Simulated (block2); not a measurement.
# OF2 (oxygen difluoride) at DMRG/STO-3G

Aim: the vertical ionisation energy of OF2 (oxygen difluoride) at DMRG/STO-3G, from 2 runs. Input form: a Python script.

The calculation is run with block2 0.5.4.

3 further runs of the same task are left out: 1 that didn't finish, 2 set aside as unsound or not needed.

## (1) The molecule

OF2 has 3 atoms, charge 0, and is taken as a singlet. SMILES: `FOF`. The shape is that of a PBE0-D4/def2-TZVP optimisation.

Bond lengths: F1–O2 1.381 Å, O2–F3 1.381 Å. Angles: F1–O2–F3 103.9°.

## (2) The energy at DMRG/STO-3G

Contents of run_dmrg.py:

```python
import numpy as np
from pyscf import cc, dft, gto, mcscf, mp, scf
from pyblock2._pyscf.ao2mo import integrals as itg
from pyblock2.driver.core import DMRGDriver, SymmetryTypes

mol = gto.M(atom="""
F      0.953290    -0.339960     0.488270
O      0.000520     0.563910     0.062040
F     -0.953810    -0.223960    -0.550310
""", basis="sto-3g", spin=0, verbose=4, max_memory=2000)
print("basis functions = %d" % (mol.nao))
mf = scf.RHF(mol)
mf.conv_tol = 1e-10
mf.max_cycle = 200
mf.kernel()
if not mf.converged:
    mf = mf.newton().run(mf.mo_coeff, mf.mo_occ)
print("SCF energy = %.10f" % (mf.e_tot))
# MP2, CCSD and CCSD(T) with the same frozen core
ref = mf
pt = mp.MP2(ref, frozen=3).run()
mycc = cc.CCSD(ref, frozen=3)
mycc.max_cycle = 150
mycc.kernel()
print("MP2 total energy = %.10f" % (pt.e_tot))
if mycc.converged:
    print("E(CCSD) = %.10f" % (mycc.e_tot))
    print("E(CCSD(T)) = %.10f" % (mycc.e_tot + mycc.ccsd_t()))
    print("T1 = %.4f" % (mycc.get_t1_diagnostic()))
# a few density functionals on the same geometry and basis
ks = dft.RKS(mol, xc="tpssh").set(conv_tol=1e-9, verbose=3).run()
if ks.converged:
    print(f"E(TPSSh) = {ks.e_tot:.8f}")
ks = dft.RKS(mol, xc="hse06").set(conv_tol=1e-9, verbose=3).run()
if ks.converged:
    print(f"E(HSE06) = {ks.e_tot:.8f}")
ks = dft.RKS(mol, xc="r2scan").set(conv_tol=1e-9, verbose=3).run()
if ks.converged:
    print(f"E(r2SCAN) = {ks.e_tot:.8f}")
ks = dft.RKS(mol, xc="revpbe").set(conv_tol=1e-9, verbose=3).run()
if ks.converged:
    print(f"E(revPBE) = {ks.e_tot:.8f}")
# rotate to MP2 natural orbitals
occ_no, mo = mcscf.addons.make_natural_orbitals(mp.MP2(mf, frozen=3).run())
mf.mo_coeff = mo
ncas, n_elec, spin, ecore, h1e, g2e, orb_sym = itg.get_rhf_integrals(mf, ncore=3, ncas=12, pg_symm=False, g2e_symm=8)
driver = DMRGDriver(scratch="./tmp", symm_type=SymmetryTypes.SU2, stack_mem=1500 << 20, n_threads=1)
driver.initialize_system(n_sites=ncas, n_elec=n_elec, spin=spin, orb_sym=orb_sym)
mpo = driver.get_qc_mpo(h1e=h1e, g2e=g2e, ecore=ecore, iprint=0)
ket = driver.get_random_mps(tag="GS", bond_dim=50, nroots=1)
bond_dims = [50] * 3 + [75] * 4 + [100] * 2
noises = [0.0001] * 3 + [0.0001] * 4 + [1e-05] * 2 + [0]
thrds = [1e-07] * 9
e = driver.dmrg(mpo, ket, n_sweeps=15, tol=1e-07, bond_dims=bond_dims, noises=noises, thrds=thrds, iprint=2)
ms, dws, es = driver.get_dmrg_results()
print("DW = %.3e" % (dws[-1]))
print("final energy = %.10f" % (e))
dm1 = driver.get_1pdm(ket)
print("occupation numbers =", np.round(np.linalg.eigvalsh(dm1)[::-1], 5).tolist())
c_act = mf.mo_coeff[:, 3:15]
dm_ao = c_act @ dm1 @ c_act.T + 2 * mf.mo_coeff[:, :3] @ mf.mo_coeff[:, :3].T
print("dipole moment (debye) =", np.round(scf.hf.dip_moment(mol, dm_ao, verbose=0), 4).tolist())
print("max block entropy = %.4f" % (max(driver.get_bipartite_entanglement(ket))))
# exact diagonalisation in the same space
ci = mcscf.CASCI(mf, 12, (10, 10))
ci.fix_spin_(ss=0)
ci.fcisolver.conv_tol = 1e-10
ci.fcisolver.max_cycle = 200
ci.kernel()
print(f"FCI energy = {ci.e_tot:.10f}")
```

Started as:

```bash
python run_dmrg.py
```

Log:

```text
[INPUT] verbose = 4
[INPUT] num. atoms = 3
[INPUT] num. electrons = 26
[INPUT] charge = 0
[INPUT] spin (= nelec alpha-beta = 2S) = 0
[INPUT] symmetry False subgroup None
[INPUT] Mole.unit = angstrom
[INPUT] Symbol           X                Y                Z      unit          X                Y                Z       unit  Magmom
[INPUT]  1 F      0.953290000000  -0.339960000000   0.488270000000 AA    1.801457017287  -0.642431293307   0.922696574841 Bohr   0.0
[INPUT]  2 O      0.000520000000   0.563910000000   0.062040000000 AA    0.000982657585   1.065635458903   0.117238608768 Bohr   0.0
[INPUT]  3 F     -0.953810000000  -0.223960000000  -0.550310000000 AA   -1.802439674871  -0.423223062858  -1.039935183609 Bohr   0.0

nuclear repulsion = 74.8993263643991
number of shells = 9
number of NR pGTOs = 45
number of NR cGTOs = 15
basis = sto-3g
ecp = {}
CPU time:         0.41
basis functions = 15

******** <class 'pyscf.scf.hf.RHF'> ********
method = RHF
initial guess = minao
damping factor = 0
level_shift factor = 0
DIIS = <class 'pyscf.scf.diis.CDIIS'>
diis_start_cycle = 1
diis_space = 8
diis_damp = 0
SCF conv_tol = 1e-10
SCF conv_tol_grad = None
SCF max_cycles = 200
direct_scf = True
direct_scf_tol = 1e-13
chkfile to save SCF result = tmp7yhw4iuf
max_memory 2000 MB (current use 109 MB)
Set gradient conv threshold to 1e-05
Initial guess from minao.
init E= -269.583094964221
[... 58 lines left out ...]
MP2 total energy = -269.8822280519
[... 78 lines left out ...]
 --> Site =    6-   7 .. Mmps =   50 Ndav =  32 E =   -269.2765305064 Error = 1.27e-09 FLOPS = 1.84e+09 Tdav = 0.03 T = 0.12
[... 19 lines left out ...]
 <-- Site =    4-   5 .. Mmps =   50 Ndav =   6 E =   -269.9201601695 Error = 5.51e-10 FLOPS = 2.96e+09 Tdav = 0.01 T = 0.04
[... 19 lines left out ...]
 --> Site =    6-   7 .. Mmps =   50 Ndav =   5 E =   -269.9201756859 Error = 9.03e-09 FLOPS = 2.99e+09 Tdav = 0.01 T = 0.09
[... 19 lines left out ...]
 <-- Site =    4-   5 .. Mmps =   75 Ndav =   1 E =   -269.9201931778 Error = 9.50e-12 FLOPS = 2.92e+09 Tdav = 0.00 T = 0.05
[... 19 lines left out ...]
 --> Site =    6-   7 .. Mmps =   75 Ndav =   1 E =   -269.9201932067 Error = 9.48e-11 FLOPS = 2.86e+09 Tdav = 0.00 T = 0.13
[... 19 lines left out ...]
 <-- Site =    4-   5 .. Mmps =   75 Ndav =   1 E =   -269.9201932067 Error = 6.10e-12 FLOPS = 2.86e+09 Tdav = 0.00 T = 0.05
[... 19 lines left out ...]
 --> Site =    6-   7 .. Mmps =   75 Ndav =   1 E =   -269.9201932067 Error = 9.46e-11 FLOPS = 2.77e+09 Tdav = 0.00 T = 0.13
[... 19 lines left out ...]
 <-- Site =    4-   5 .. Mmps =  100 Ndav =   1 E =   -269.9201932067 Error = 1.81e-16 FLOPS = 2.78e+09 Tdav = 0.00 T = 0.07
[... 19 lines left out ...]
 --> Site =    6-   7 .. Mmps =  100 Ndav =   1 E =   -269.9201932067 Error = 2.72e-14 FLOPS = 2.81e+09 Tdav = 0.00 T = 0.19
[... 14 lines left out ...]
 <-- Site =    9-  10 .. Mmps =   10 Ndav =   2 E =   -269.9201932315 Error = 0.00e+00 FLOPS = 1.65e+09 Tdav = 0.00 T = 0.02
 <-- Site =    8-   9 .. Mmps =   23 Ndav =   1 E =   -269.9201932315 Error = 6.60e-21 FLOPS = 2.00e+09 Tdav = 0.00 T = 0.02
 <-- Site =    7-   8 .. Mmps =   36 Ndav =   2 E =   -269.9201932363 Error = 2.24e-21 FLOPS = 2.70e+09 Tdav = 0.00 T = 0.04
 <-- Site =    6-   7 .. Mmps =   45 Ndav =   1 E =   -269.9201932363 Error = 1.57e-20 FLOPS = 2.81e+09 Tdav = 0.00 T = 0.16
 <-- Site =    5-   6 .. Mmps =   60 Ndav =   1 E =   -269.9201932363 Error = 1.73e-20 FLOPS = 3.00e+09 Tdav = 0.00 T = 0.09
 <-- Site =    4-   5 .. Mmps =   48 Ndav =   1 E =   -269.9201932363 Error = 5.17e-20 FLOPS = 2.89e+09 Tdav = 0.00 T = 0.04
 <-- Site =    3-   4 .. Mmps =   41 Ndav =   1 E =   -269.9201932363 Error = 1.55e-20 FLOPS = 2.41e+09 Tdav = 0.00 T = 0.02
 <-- Site =    2-   3 .. Mmps =   30 Ndav =   1 E =   -269.9201932363 Error = 1.67e-20 FLOPS = 1.42e+09 Tdav = 0.00 T = 0.01
 <-- Site =    1-   2 .. Mmps =   13 Ndav =   1 E =   -269.9201932363 Error = 4.09e-21 FLOPS = 6.56e+08 Tdav = 0.00 T = 0.01
 <-- Site =    0-   1 .. Mmps =    4 Ndav =   1 E =   -269.9201932363 Error = 4.68e-21 FLOPS = 4.43e+07 Tdav = 0.00 T = 0.00
Time elapsed =      4.639 | E =    -269.9201932363 | DE = -2.96e-08 | DW = 5.17286e-20
Time sweep =        0.422 | 37.9 MFLOP/SWP
 | Dmem = 2.32 MB (0%) | Imem = 29.4 KB (97%) | Hmem = 23.1 MB | Wmem = 11.1 KB | Pmem = 0 B
 | Tread = 0.008 | Twrite = 0.003 | Tfpread = 0.008 | Tfpwrite = 0.002 | Tmporead = 0.000
 | data = 1.98 MB | cpsd = 1.29 MB | Tasync = 0.000
 | Trot = 0.007 | Tctr = 0.000 | Tint = 0.000 | Tmid = 0.000 | Tdctr = 0.001 | Tdiag = 0.003 | Tinfo = 0.004
 | Teff = 0.365 | Tprt = 0.000 | Teig = 0.015 | Tblk = 0.404 | Tmve = 0.017 | Tdm = 0.000 | Tsplt = 0.002 | Tsvd = 0.000 | Torth = 0.000

DW = 5.173e-20
final energy = -269.9201932363
occupation numbers = [1.99971, 1.99937, 1.99918, 1.99913, 1.99765, 1.99638, 1.99538, 1.99426, 1.92133, 1.92082, 0.09235, 0.08443]
dipole moment (debye) = [-0.0002, -0.2313, -0.0254]
max block entropy = 0.4178

******** <class 'pyscf.mcscf.casci.CASCI'> ********
CAS (10e+10e, 12o), ncore = 3, nvir = 0
natorb = False
canonicalization = True
sorting_mo_energy = False
max_memory 2000 MB (current use 292 MB)
******** <class 'pyscf.fci.addons.SpinPenaltyFCISolver'> ********
max. cycles = 200
conv_tol = 1e-10
davidson only = True
linear dependence = 1e-12
level shift = 0.001
max iter space = 12
max_memory 2000 MB
nroots = 1
pspace_size = 400
spin = None
Density matrix diagonal elements [1.99958069 1.99913354 1.99933479 1.99909549 1.99650668 1.99687115
 1.99418753 1.99287634 1.92106436 1.92152051 0.09431413 0.08551479]
CASCI converged
CASCI E = -269.920193240676  E(CI) = -106.283397211461  S^2 = 0.0000000
FCI energy = -269.9201932407
```

It took 8.4 s on 1 thread of Arm Neoverse V2, shared host; peak memory 0.28 GiB.

## (3) The doublet cation: the energy at DMRG/STO-3G

Contents of mol.xyz:

```xyz
3
F2O
F      0.953290    -0.339960     0.488270
O      0.000520     0.563910     0.062040
F     -0.953810    -0.223960    -0.550310
```

Contents of job.py:

```python
import numpy as np
from pyscf import cc, dft, gto, mcscf, mp, scf
from pyblock2._pyscf.ao2mo import integrals as itg
from pyblock2.driver.core import DMRGDriver, SymmetryTypes

geom = "mol.xyz"
mol = gto.M(
    atom=geom,
    basis="sto-3g",
    charge=1,
    spin=1,
    verbose=3,
    max_memory=2000,
)
print("basis functions: %d" % (mol.nao))
mf = scf.ROHF(mol)
mf.conv_tol = 1e-10
mf.max_cycle = 200
mf.kernel()
if not mf.converged:
    mf = mf.newton().run(mf.mo_coeff, mf.mo_occ)
print(f"SCF energy: {mf.e_tot:.10f}")
# single-reference ladder for comparison
ref = scf.UHF(mol).run(mf.make_rdm1(), conv_tol=1e-10)
pt = mp.MP2(ref, frozen=3).run()
mycc = cc.CCSD(ref, frozen=3)
mycc.max_cycle = 150
mycc.kernel()
print(f"MP2 total energy: {pt.e_tot:.10f}")
if mycc.converged:
    print(f"E(CCSD): {mycc.e_tot:.10f}")
    print(f"CCSD(T) total energy: {mycc.e_tot + mycc.ccsd_t():.10f}")
# a few density functionals on the same geometry and basis
ks = dft.UKS(mol, xc="tpssh").set(conv_tol=1e-9, verbose=3).run(mf.make_rdm1())
if ks.converged:
    print("E(TPSSh): %.8f" % (ks.e_tot))
ks = dft.UKS(mol, xc="hse06").set(conv_tol=1e-9, verbose=3).run(mf.make_rdm1())
if ks.converged:
    print(f"E(HSE06): {ks.e_tot:.8f}")
ks = dft.UKS(mol, xc="r2scan").set(conv_tol=1e-9, verbose=3).run(mf.make_rdm1())
if ks.converged:
    print("E(r2SCAN): %.8f" % (ks.e_tot))
ks = dft.UKS(mol, xc="revpbe").set(conv_tol=1e-9, verbose=3).run(mf.make_rdm1())
if ks.converged:
    print(f"E(revPBE): {ks.e_tot:.8f}")
# natural orbitals of MP2 give a compact matrix product state
occ_no, mo = mcscf.addons.make_natural_orbitals(mp.MP2(mf.to_uhf(), frozen=3).run())
mf.mo_coeff = mo
ncas, n_elec, spin, ecore, h1e, g2e, orb_sym = itg.get_rhf_integrals(mf, ncore=3, ncas=12, pg_symm=False, g2e_symm=8)
driver = DMRGDriver(scratch="./tmp", symm_type=SymmetryTypes.SU2, stack_mem=1500 << 20, n_threads=1)
driver.initialize_system(n_sites=ncas, n_elec=n_elec, spin=spin, orb_sym=orb_sym)
mpo = driver.get_qc_mpo(h1e=h1e, g2e=g2e, ecore=ecore, iprint=1)
occs = np.array([1.7] * 9 + [1.0] * 1 + [0.3] * 2)
ket = driver.get_random_mps(tag="GS", bond_dim=12, nroots=1, occs=occs)
bond_dims = [12] * 2 + [25] * 3 + [50] * 3 + [100] * 2
noises = [0.001] * 2 + [0.0001] * 3 + [0.0001] * 3 + [1e-05] * 2 + [0]
thrds = [1e-07] * 10
e = driver.dmrg(mpo, ket, n_sweeps=16, tol=1e-06, bond_dims=bond_dims, noises=noises, thrds=thrds, iprint=1)
ms, dws, es = driver.get_dmrg_results()
print("DW: %.3e" % (dws[-1]))
print(f"E(final): {e:.10f}")
dm1 = driver.get_1pdm(ket)
print("natural occupations:", np.round(np.linalg.eigvalsh(dm1)[::-1], 5).tolist())
c_act = mf.mo_coeff[:, 3:15]
dm_ao = c_act @ dm1 @ c_act.T + 2 * mf.mo_coeff[:, :3] @ mf.mo_coeff[:, :3].T
print("dipole / D:", np.round(scf.hf.dip_moment(mol, dm_ao, verbose=0), 4).tolist())
print(f"max block entropy: {max(driver.get_bipartite_entanglement(ket)):.4f}")
csf, coef = driver.get_csf_coefficients(ket, cutoff=0.05, iprint=1)
print("leading coefficient squared: %.4f" % (np.max(np.abs(coef)) ** 2))
# exact diagonalisation in the same space
ci = mcscf.CASCI(mf, 12, (10, 9))
ci.fix_spin_(ss=0.75)
ci.fcisolver.conv_tol = 1e-10
ci.fcisolver.max_cycle = 200
ci.kernel()
print("FCI energy: %.10f" % (ci.e_tot))
```

Started as:

```bash
python job.py
```

Log:

```text
basis functions: 15
converged SCF energy = -269.442024592547
SCF energy: -269.4420245925
converged SCF energy = -269.449785653774  <S^2> = 0.92775328  2S+1 = 2.1704868
E(UMP2) = -269.539217672656  E_corr = -0.0894320188821094
E(SCS-UMP2) = -269.544610840304  E_corr = -0.094825186530453
E(UCCSD) = -269.6100005222397  E_corr = -0.1602148684659253
MP2 total energy: -269.5392176727
E(CCSD): -269.6100005222
UCCSD(T) correction = -0.00361143852574357
CCSD(T) total energy: -269.6136119608
converged SCF energy = -270.551453939428  <S^2> = 0.75026859  2S+1 = 2.0002686
E(TPSSh): -270.55145394
converged SCF energy = -270.294685013172  <S^2> = 0.75066767  2S+1 = 2.0006676
E(HSE06): -270.29468501
converged SCF energy = -270.444698946321  <S^2> = 0.75052059  2S+1 = 2.0005205
E(r2SCAN): -270.44469895
converged SCF energy = -270.472653121114  <S^2> = 0.75015459  2S+1 = 2.0001546
E(revPBE): -270.47265312
E(UMP2) = -269.549302265193  E_corr = -0.107277672645974
E(SCS-UMP2) = -269.557434144461  E_corr = -0.115409551913538
integral symmetrize error =  0.0
integral cutoff error =  0.0
mpo terms =      11806

Build MPO | Nsites =    12 | Nterms =      11806 | Algorithm = FastBIP | Cutoff = 1.00e-20
 Site =     0 /    12 .. Mmpo =    13 DW = 0.00e+00 NNZ =       13 SPT = 0.0000 Tmvc = 0.001 T = 0.002
 Site =     1 /    12 .. Mmpo =    45 DW = 0.00e+00 NNZ =      127 SPT = 0.7829 Tmvc = 0.001 T = 0.002
 Site =     2 /    12 .. Mmpo =    68 DW = 0.00e+00 NNZ =      478 SPT = 0.8438 Tmvc = 0.001 T = 0.003
 Site =     3 /    12 .. Mmpo =    98 DW = 0.00e+00 NNZ =      694 SPT = 0.8959 Tmvc = 0.001 T = 0.003
 Site =     4 /    12 .. Mmpo =   136 DW = 0.00e+00 NNZ =     1014 SPT = 0.9239 Tmvc = 0.001 T = 0.004
 Site =     5 /    12 .. Mmpo =   182 DW = 0.00e+00 NNZ =     1305 SPT = 0.9473 Tmvc = 0.001 T = 0.004
 Site =     6 /    12 .. Mmpo =   136 DW = 0.00e+00 NNZ =     5261 SPT = 0.7875 Tmvc = 0.001 T = 0.006
 Site =     7 /    12 .. Mmpo =    98 DW = 0.00e+00 NNZ =     1019 SPT = 0.9235 Tmvc = 0.000 T = 0.002
 Site =     8 /    12 .. Mmpo =    68 DW = 0.00e+00 NNZ =      699 SPT = 0.8951 Tmvc = 0.000 T = 0.001
 Site =     9 /    12 .. Mmpo =    46 DW = 0.00e+00 NNZ =      401 SPT = 0.8718 Tmvc = 0.000 T = 0.001
 Site =    10 /    12 .. Mmpo =    14 DW = 0.00e+00 NNZ =      206 SPT = 0.6801 Tmvc = 0.000 T = 0.000
 Site =    11 /    12 .. Mmpo =     1 DW = 0.00e+00 NNZ =       14 SPT = 0.0000 Tmvc = 0.000 T = 0.000
Ttotal =      0.029 Tmvc-total = 0.007 MPO bond dimension =   182 MaxDW = 0.00e+00
NNZ =        11231 SIZE =        96932 SPT = 0.8841

Rank =     0 Ttotal =      0.030 MPO method = FastBipartite bond dimension =     182 NNZ =        11231 SIZE =        96932 SPT = 0.8841

Sweep =    0 | Direction =  forward | Bond dimension =   12 | Noise =  1.00e-03 | Dav threshold =  1.00e-07
Time elapsed =      0.130 | E =    -269.5388183736 | DW = 4.96105e-04

Sweep =    1 | Direction = backward | Bond dimension =   12 | Noise =  1.00e-03 | Dav threshold =  1.00e-07
Time elapsed =      0.244 | E =    -269.5916881345 | DE = -5.29e-02 | DW = 3.84043e-03

Sweep =    2 | Direction =  forward | Bond dimension =   25 | Noise =  1.00e-04 | Dav threshold =  1.00e-07
Time elapsed =      0.406 | E =    -269.6038438569 | DE = -1.22e-02 | DW = 2.68774e-05

Sweep =    3 | Direction = backward | Bond dimension =   25 | Noise =  1.00e-04 | Dav threshold =  1.00e-07
Time elapsed =      0.613 | E =    -269.6124742283 | DE = -8.63e-03 | DW = 7.09455e-04

Sweep =    4 | Direction =  forward | Bond dimension =   25 | Noise =  1.00e-04 | Dav threshold =  1.00e-07
Time elapsed =      0.820 | E =    -269.6158364866 | DE = -3.36e-03 | DW = 1.12347e-03

Sweep =    5 | Direction = backward | Bond dimension =   50 | Noise =  1.00e-04 | Dav threshold =  1.00e-07
Time elapsed =      1.195 | E =    -269.6171469481 | DE = -1.31e-03 | DW = 1.45943e-05

Sweep =    6 | Direction =  forward | Bond dimension =   50 | Noise =  1.00e-04 | Dav threshold =  1.00e-07
Time elapsed =      1.704 | E =    -269.6174566572 | DE = -3.10e-04 | DW = 5.10349e-05

Sweep =    7 | Direction = backward | Bond dimension =   50 | Noise =  1.00e-04 | Dav threshold =  1.00e-07
Time elapsed =      2.196 | E =    -269.6174566908 | DE = -3.36e-08 | DW = 4.90404e-05

Sweep =    8 | Direction =  forward | Bond dimension =  100 | Noise =  1.00e-05 | Dav threshold =  1.00e-07
Time elapsed =      3.011 | E =    -269.6177223229 | DE = -2.66e-04 | DW = 2.22375e-08

Sweep =    9 | Direction = backward | Bond dimension =  100 | Noise =  1.00e-05 | Dav threshold =  1.00e-07
Time elapsed =      4.104 | E =    -269.6177964388 | DE = -7.41e-05 | DW = 2.51273e-07

Sweep =   10 | Direction =  forward | Bond dimension =  100 | Noise =  0.00e+00 | Dav threshold =  1.00e-07
Time elapsed =      4.958 | E =    -269.6177969473 | DE = -5.08e-07 | DW = 2.63139e-08

DW: 2.631e-08
E(final): -269.6177969473
natural occupations: [1.99883, 1.99827, 1.99545, 1.99037, 1.98923, 1.96164, 1.95931, 1.90854, 1.90323, 1.07607, 0.11414, 0.10494]
dipole / D: [0.0001, 0.0507, 0.0056]
max block entropy: 1.1230
mps center changed (temporarily)
DTRIE T =      0.001
Number of CSF =         16 (cutoff =      0.05)
Sum of weights of included CSF =    0.958205044095837

CSF          0 222222222-00  =   -0.861686291850437
CSF          1 222222-22200  =   -0.286523601320819
CSF          2 222222-+22-0  =    0.160331680420578
CSF          3 222222-2+20-  =    0.140862283796559
CSF          4 2222222+--+-  =   -0.120543223951699
CSF          5 22222-22+2-0  =    0.119497457976852
CSF          6 22222-2+220-  =    0.105773403610282
CSF          7 222222220-02  =    0.096287964664588
CSF          8 222222202-20  =    0.092145673595261
CSF          9 2222222-2+-0  =   -0.077731873192191
CSF         10 2222222-+-+-  =    0.071755944751914
CSF         11 2222+2222--0  =   -0.068452334157130
CSF         12 222222220-20  =    0.064558781470601
CSF         13 22222222-+0-  =   -0.062869203561622
CSF         14 2222222+2--0  =   -0.058997684966736
CSF         15 2222+-22220-  =   -0.053094920077563
leading coefficient squared: 0.7425
CASCI E = -269.617797222610  E(CI) = -105.979893123296  S^2 = 0.7500000
FCI energy: -269.6177972226
```

It took 11 s on 1 thread of Arm Neoverse V2, shared host; peak memory 0.29 GiB.

## (4) Outcome

Level: DMRG/STO-3G, 3 core orbitals frozen.

```
                                                                   quantity          value
                                           run 1, DMRG/STO-3G: total energy  -269.92019 Eh
run 1, DMRG/STO-3G: dipole moment (of the density that the program reports)         0.23 D
                         run 1, DMRG/STO-3G: T1 diagnostic of the CCSD step          0.009
                                               doublet cation: total energy  -269.61780 Eh
                         vertical ionisation energy (to the doublet cation)       8.229 eV
```

Removing an electron at fixed nuclei costs 8.23 eV (190 kcal/mol). In a minimal basis such a difference can be off by several eV, whatever the method.
